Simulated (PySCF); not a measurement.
# `C(=C\C=C)/C=S`, C5H6S

Molfile (atoms numbered from 1):
```
C5H6S
     RDKit          3D

 12 11  0  0  0  0  0  0  0  0999 V2000
   -2.4501   -0.1810    0.0371 C   0  0  0  0  0  0  0  0  0  0  0  0
   -1.2710    0.4319   -0.0742 C   0  0  0  0  0  0  0  0  0  0  0  0
   -0.0040   -0.2638   -0.0244 C   0  0  0  0  0  0  0  0  0  0  0  0
    1.1954    0.3370   -0.1349 C   0  0  0  0  0  0  0  0  0  0  0  0
    2.4289   -0.4002   -0.0778 C   0  0  0  0  0  0  0  0  0  0  0  0
    3.9198    0.2410   -0.2004 S   0  0  0  0  0  0  0  0  0  0  0  0
   -3.3811    0.3722   -0.0045 H   0  0  0  0  0  0  0  0  0  0  0  0
   -2.5170   -1.2563    0.1734 H   0  0  0  0  0  0  0  0  0  0  0  0
   -1.2333    1.5097   -0.2099 H   0  0  0  0  0  0  0  0  0  0  0  0
   -0.0418   -1.3430    0.1120 H   0  0  0  0  0  0  0  0  0  0  0  0
    1.2664    1.4119   -0.2716 H   0  0  0  0  0  0  0  0  0  0  0  0
    2.3168   -1.4787    0.0597 H   0  0  0  0  0  0  0  0  0  0  0  0
  1  2  2  0
  2  3  1  0
  3  4  2  0
  4  5  1  0
  5  6  2  0
  1  7  1  0
  1  8  1  0
  2  9  1  0
  3 10  1  0
  4 11  1  0
  5 12  1  0
M  END
```

The calculation used UKS BHandHLYP/cc-pVDZ four-point reorganisation energy, gas phase in PySCF 2.14.0. Geometry: BHandHLYP/cc-pVDZ.

What is the inner reorganisation energy for electron transfer, with the electron affinity?

λ = 0.263 (surface of the reduced species) + 0.271 (surface of the starting species) = 0.534 eV. The electron affinity is 0.79 eV vertical and 1.06 eV adiabatic without zero-point energy; at the relaxed geometry of the reduced species the two energies differ by 1.33 eV. Largest bond changes: C5–S6 1.628 → 1.704 Å, C4–C5 1.438 → 1.387 Å, C3–C4 1.346 → 1.396 Å, C2–C3 1.446 → 1.412 Å, C1–C2 1.333 → 1.362 Å. ⟨S²⟩ of the relaxed reduced species 0.814.

The highest occupied orbital of the reduced species is unbound in this basis, so its energies are rough.
